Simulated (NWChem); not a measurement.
A convergence study on P2H4 (diphosphine)

P2H4: 6 atoms, total charge 0, spin state singlet. SMILES: `PP`. The coordinates come from a PBE0-D4/def2-TZVP relaxation. This is one conformer, not always the lowest.

```xyz
6

P     0.3651   -1.0488   -0.0823
P    -0.3652    1.0491    0.0781
H    -0.4970   -1.5216    0.9450
H    -0.5721   -1.3929   -1.0949
H     0.5028    1.5246   -0.9429
H     0.5664    1.3896    1.0970
```

Program: NWChem 7.3.0. Method: B3LYP/def2-TZVP. Swept: integration grid. Watched: the total energy. Each run: polarisability. Hardware: 1 thread of Intel Xeon 6975P-C (Granite Rapids), shared host.

Deviations are taken from the sweep's last point, which isn't the limit.

```tsv
integration grid	energy (Eh)	from the best (mEh)	wall time
xcoarse	-685.162490	+0.316	16 s
coarse	-685.162863	-0.057	19 s
medium	-685.162794	+0.012	24 s
fine	-685.162807	-0.001	32 s
xfine	-685.162806	0.000	61 s
```

**Question.** Which is the coarsest setting good to 0.01 mEh?

**Answer.** fine: it is 0.001 mEh off and takes 32 s, against 61 s for xfine.

**Question.** Which is the coarsest setting good to 0.1 mEh?

**Answer.** coarse: it is 0.057 mEh off and takes 19 s, against 61 s for xfine.
